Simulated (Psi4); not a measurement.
Job for Psi4: SAPT0/jun-cc-pV(D+d)Z on CH7NO (a complex).

```
memory 1800 MB

molecule dimer {
0 1
O    -2.75297518   -0.58446143   -0.00777268
H    -3.11163218    0.30322057    0.02455932
H    -1.79146718   -0.44686643    0.00835532
--
0 1
N     1.22419682   -0.32787943    0.02274332
H     1.51956182   -0.88051743   -0.77204768
H     1.53427782   -0.83860043    0.83960232
C     1.88353282    0.98048457   -0.01749868
H     1.57298982    1.56220957    0.84701632
H     2.97484182    0.94118957   -0.02645468
H     1.55681982    1.51640157   -0.90532268
units angstrom
symmetry c1
no_reorient
no_com
}

set {
  basis jun-cc-pV(D+d)Z
  scf_type df
  freeze_core true
}

energy('sapt0')
```

Output:

```
[...]
==> Input File <==

--------------------------------------------------------------------------
memory 1800 MB

molecule dimer {
0 1
O    -2.75297518   -0.58446143   -0.00777268
H    -3.11163218    0.30322057    0.02455932
H    -1.79146718   -0.44686643    0.00835532
--
0 1
N     1.22419682   -0.32787943    0.02274332
H     1.51956182   -0.88051743   -0.77204768
H     1.53427782   -0.83860043    0.83960232
C     1.88353282    0.98048457   -0.01749868
H     1.57298982    1.56220957    0.84701632
H     2.97484182    0.94118957   -0.02645468
H     1.55681982    1.51640157   -0.90532268
units angstrom
symmetry c1
no_reorient
no_com
}

set {
  basis jun-cc-pV(D+d)Z
  scf_type df
  freeze_core true
}

energy('sapt0')
--------------------------------------------------------------------------


   => Loading Basis Set <=

    Name: JUN-CC-PV(D+D)Z
    Role: ORBITAL
    Keyword: BASIS
    atoms 1              entry O          line   256 file jun-cc-pv_dpd_z.gbs
    atoms 2-3, 5-6, 8-10 entry H          line    60 file jun-cc-pv_dpd_z.gbs
    atoms 4              entry N          line   222 file jun-cc-pv_dpd_z.gbs
    atoms 7              entry C          line   188 file jun-cc-pv_dpd_z.gbs

   => Loading Basis Set <=

    Name: JUN-CC-PV(D+D)Z
    Role: ORBITAL
    Keyword: BASIS
    atoms 1              entry O          line   256 file jun-cc-pv_dpd_z.gbs
    atoms 2-3, 5-6, 8-10 entry H          line    60 file jun-cc-pv_dpd_z.gbs
    atoms 4              entry N          line   222 file jun-cc-pv_dpd_z.gbs
    atoms 7              entry C          line   188 file jun-cc-pv_dpd_z.gbs


  //>>>>>>>>>>>>>>>>>>>>>>>>>>>>>>>>>>>//
  //              Dimer HF             //
  //<<<<<<<<<<<<<<<<<<<<<<<<<<<<<<<<<<<//

   => Libint2 <=

    Primary   basis highest AM E, G, H:  7, 6, 3
    Auxiliary basis highest AM E, G, H:  7, 7, 4
    Onebody   basis highest AM E, G, H:  -, -, -
    Solid Harmonics ordering:            Gaussian


   => Loading Basis Set <=

    Name: JUN-CC-PV(D+D)Z
    Role: ORBITAL
    Keyword: BASIS
    atoms 1              entry O          line   256 file jun-cc-pv_dpd_z.gbs
    atoms 2-3, 5-6, 8-10 entry H          line    60 file jun-cc-pv_dpd_z.gbs
    atoms 4              entry N          line   222 file jun-cc-pv_dpd_z.gbs
    atoms 7              entry C          line   188 file jun-cc-pv_dpd_z.gbs


         ---------------------------------------------------------
                                   SCF
               by Justin Turney, Rob Parrish, Andy Simmonett
                          and Daniel G. A. Smith
                              RHF Reference
                        1 Threads,   1716 MiB Core
         ---------------------------------------------------------

  ==> Geometry <==

    Molecular point group: c1
    Full point group: C1

    Geometry (in Angstrom), charge = 0, multiplicity = 1:

       Center              X                  Y                   Z               Mass
    ------------   -----------------  -----------------  -----------------  -----------------
         O           -2.752975180000    -0.584461430000    -0.007772680000    15.994914619570
         H           -3.111632180000     0.303220570000     0.024559320000     1.007825032230
         H           -1.791467180000    -0.446866430000     0.008355320000     1.007825032230
         N            1.224196820000    -0.327879430000     0.022743320000    14.003074004430
         H            1.519561820000    -0.880517430000    -0.772047680000     1.007825032230
         H            1.534277820000    -0.838600430000     0.839602320000     1.007825032230
         C            1.883532820000     0.980484570000    -0.017498680000    12.000000000000
         H            1.572989820000     1.562209570000     0.847016320000     1.007825032230
         H            2.974841820000     0.941189570000    -0.026454680000     1.007825032230
         H            1.556819820000     1.516401570000    -0.905322680000     1.007825032230

  Running in c1 symmetry.

  Rotational constants: A =      0.94769  B =      0.07322  C =      0.06957 [cm^-1]
  Rotational constants: A =  28410.97288  B =   2195.05239  C =   2085.76051 [MHz]
  Nuclear repulsion =   72.906737124283680

  Charge       = 0
  Multiplicity = 1
  Electrons    = 28
  Nalpha       = 14
  Nbeta        = 14

  ==> Algorithm <==

  SCF Algorithm Type is DF.
  DIIS enabled.
  MOM disabled.
  Fractional occupation disabled.
  Guess Type is SAD.
  Energy threshold   = 1.00e-08
  Density threshold  = 1.00e-08
  Integral threshold = 1.00e-12

  ==> Primary Basis <==

  Basis Set: JUN-CC-PV(D+D)Z
    Blend: JUN-CC-PV(D+D)Z
    Number of shells: 45
    Number of basis functions: 89
    Number of Cartesian functions: 92
    Spherical Harmonics?: true
    Max angular momentum: 2

   => Loading Basis Set <=

    Name: (JUN-CC-PV(D+D)Z AUX)
    Role: JKFIT
    Keyword: DF_BASIS_SCF
    atoms 1              entry O          line   258 file jun-cc-pvdz-jkfit.gbs
    atoms 2-
[...]
  [     9 ]

  @DF-RHF Final Energy:   -95.22745102580910

   => Energetics <=

    Nuclear Repulsion Energy =             42.0626730947674830
    One-Electron Energy =                -211.3836782863358223
    Two-Electron Energy =                  74.0935541657592296
    Total Energy =                        -95.2274510258091027

Computation Completed


Properties will be evaluated at   0.000000,   0.000000,   0.000000 [a0]

Properties computed using the SCF density matrix


 Multipole Moments:

 ------------------------------------------------------------------------------------
     Multipole            Electronic (a.u.)      Nuclear  (a.u.)        Total (a.u.)
 ------------------------------------------------------------------------------------

 L = 1.  Multiply by 2.5417464519 to convert [e a0] to [Debye]
 Dipole X            :        -54.2490477           54.8569840            0.6079363
 Dipole Y            :        -11.2019943           11.1275281           -0.0744663
 Dipole Z            :         -0.0737019            0.0699289           -0.0037730
 Magnitude           :                                                    0.6124916

 ------------------------------------------------------------------------------------

  Constructing Basis Sets for SAPT...

   => Loading Basis Set <=

    Name: (JUN-CC-PV(D+D)Z AUX)
    Role: RIFIT
    Keyword: DF_BASIS_SAPT
    atoms 1              entry O          line   188 file jun-cc-pvdz-ri.gbs
    atoms 2-3, 5-6, 8-10 entry H          line    30 file jun-cc-pvdz-ri.gbs
    atoms 4              entry N          line   144 file jun-cc-pvdz-ri.gbs
    atoms 7              entry C          line   100 file jun-cc-pvdz-ri.gbs

   => Loading Basis Set <=

    Name: (JUN-CC-PV(D+D)Z AUX)
    Role: JKFIT
    Keyword: DF_BASIS_ELST
    atoms 1              entry O          line   258 file jun-cc-pvdz-jkfit.gbs
    atoms 2-3, 5-6, 8-10 entry H          line    70 file jun-cc-pvdz-jkfit.gbs
    atoms 4              entry N          line   202 file jun-cc-pvdz-jkfit.gbs
    atoms 7              entry C          line   146 file jun-cc-pvdz-jkfit.gbs


  //>>>>>>>>>>>>>>>>>>>>>>>>>>>>>>>>>>>//
  //               SAPT0               //
  //<<<<<<<<<<<<<<<<<<<<<<<<<<<<<<<<<<<//



        SAPT0
    Ed Hohenstein
     6 June 2009

      Orbital Information
  --------------------------
    NSO        =        89
    NMO        =        89
    NRI        =       293
    NRI (Elst) =       398
    NOCC A     =         5
    NOCC B     =         9
    FOCC A     =         1
    FOCC B     =         2
    NVIR A     =        84
    NVIR B     =        80

    Elst10,r            =    -0.004713583859 [Eh]
    Exch10              =     0.000606069605 [Eh]
    Exch10 (S^2)        =     0.000605704831 [Eh]

    Maxiter = 50
    CPHF R converge = 1.000000E-08

    Iter     Energy [mEh]          dE [mEh]         Residual      Time [s]
       1      -0.12195306       0.121953064     2.687167e-03             0
       2      -0.14702040       0.025067338     1.440906e-03             0
       3      -0.15761210       0.010591703     3.066916e-04             0
       4      -0.15769356       0.000081456     7.792064e-05             0
       5      -0.15730619      -0.000387374     1.057347e-05             0
       6      -0.15736400       0.000057815     1.881431e-06             0
       7      -0.15735945      -0.000004550     3.585637e-07             0
       8      -0.15735940      -0.000000048     9.194704e-08             0
       9      -0.15735955       0.000000145     1.505123e-08             0
      10      -0.15735952      -0.000000023     2.196585e-09             0

    CHF Iterations converged

    Maxiter = 50
    CPHF R converge = 1.000000E-08

    Iter     Energy [mEh]          dE [mEh]         Residual      Time [s]
       1      -0.26697487       0.266974873     2.917837e-03             0
       2      -0.33412021       0.067145333     1.432418e-03             0
       3      -0.34631289       0.012192688     3.394928e-04             0
       4      -0.34538388      -0.000929018     1.021490e-04             0
       5      -0.34463354      -0.000750333     1.563473e-05             0
       6      -0.34475480       0.000121260     3.852647e-06             0
       7      -0.34475332      -0.000001482     1.463094e-06             0
       8      -0.34474703      -0.000006287     3.171677e-07             0
       9      -0.34474808       0.000001047     5.720984e-08             0
      10      -0.34474797      -0.000000105     8.694737e-09             0

    CHF Iterations converged

    Ind20,r (A<-B)      =    -0.000157359524 [Eh]
    Ind20,r (B<-A)      =    -0.000344747974 [Eh]
    Ind20,r             =    -0.000502107498 [Eh]
    Exch-Ind20,r (A<-B) =     0.000004544295 [Eh]
    Exch-Ind20,r (B<-A) =     0.000150534018 [Eh]
    Exch-Ind20,r        =     0.000155078313 [Eh]
    Disp20              =    -0.000503180048 [Eh]
    Disp20 (SS)         =    -0.000251590024 [Eh]
    Disp20 (OS)         =    -0.000251590024 [Eh]
    Exch-Disp20         =     0.000037867185 [Eh]
    Exch-Disp20 (SS)    =     0.000022001228 [Eh]
    Exch-Disp20 (OS)    =     0.000015865957 [Eh]

    SAPT Results
  --------------------------------------------------------------------------------------------------------
    Electrostatics                 -4.71358386 [mEh]      -2.95781853 [kcal/mol]     -12.37551272 [kJ/mol]
      Elst10,r                     -4.71358386 [mEh]      -2.95781853 [kcal/mol]     -12.37551272 [kJ/mol]

    Exchange                        0.60606961 [mEh]       0.38031442 [kcal/mol]       1.59123553 [kJ/mol]
      Exch10                        0.60606961 [mEh]       0.38031442 [kcal/mol]       1.59123553 [kJ/mol]
      Exch10(S^2)                   0.60570483 [mEh]       0.38008552 [kcal/mol]       1.59027781 [kJ/mol]

    Induction                      -0.43295942 [mEh]      -0.27168614 [kcal/mol]      -1.13673481 [kJ/mol]
      Ind20,r                      -0.50210750 [mEh]      -0.31507721 [kcal/mol]      -1.31828305 [kJ/mol]
      Exch-Ind20,r                  0.15507831 [mEh]       0.09731311 [kcal/mol]       0.40715806 [kJ/mol]
      delta HF,r (2)               -0.08593024 [mEh]      -0.05392204 [kcal/mol]      -0.22560981 [kJ/mol]

    Dispersion                     -0.46531286 [mEh]      -0.29198823 [kcal/mol]      -1.22167875 [kJ/mol]
      Disp20                       -0.50318005 [mEh]      -0.31575025 [kcal/mol]      -1.32109903 [kJ/mol]
      Exch-Disp20                   0.03786718 [mEh]       0.02376202 [kcal/mol]       0.09942028 [kJ/mol]
      Disp20 (SS)                  -0.25159002 [mEh]      -0.15787512 [kcal/mol]      -0.66054952 [kJ/mol]
      Disp20 (OS)                  -0.25159002 [mEh]      -0.15787512 [kcal/mol]      -0.66054952 [kJ/mol]
      Exch-Disp20 (SS)              0.02200123 [mEh]       0.01380598 [kcal/mol]       0.05776422 [kJ/mol]
      Exch-Disp20 (OS)              0.01586596 [mEh]       0.00995604 [kcal/mol]       0.04165606 [kJ/mol]

  Total HF                         -4.54047368 [mEh]      -2.84919025 [kcal/mol]     -11.92101200 [kJ/mol]
  Total SAPT0                      -5.00578654 [mEh]      -3.14117848 [kcal/mol]     -13.14269075 [kJ/mol]

  Special recipe for scaled SAPT0 (see Manual):
    Electrostatics sSAPT0          -4.71358386 [mEh]      -2.95781853 [kcal/mol]     -12.37551272 [kJ/mol]
    Exchange sSAPT0                 0.60606961 [mEh]       0.38031442 [kcal/mol]       1.59123553 [kJ/mol]
    Induction sSAPT0               -0.43267908 [mEh]      -0.27151022 [kcal/mol]      -1.13599876 [kJ/mol]
    Dispersion sSAPT0              -0.46524441 [mEh]      -0.29194527 [kcal/mol]      -1.22149902 [kJ/mol]
  Total sSAPT0                     -5.00543774 [mEh]      -3.14095960 [kcal/mol]     -13.14177497 [kJ/mol]
  --------------------------------------------------------------------------------------------------------



*** Psi4 exiting successfully. Buy a developer a beer!
```

The run finished.

Cost: around 9 core-seconds (rough).
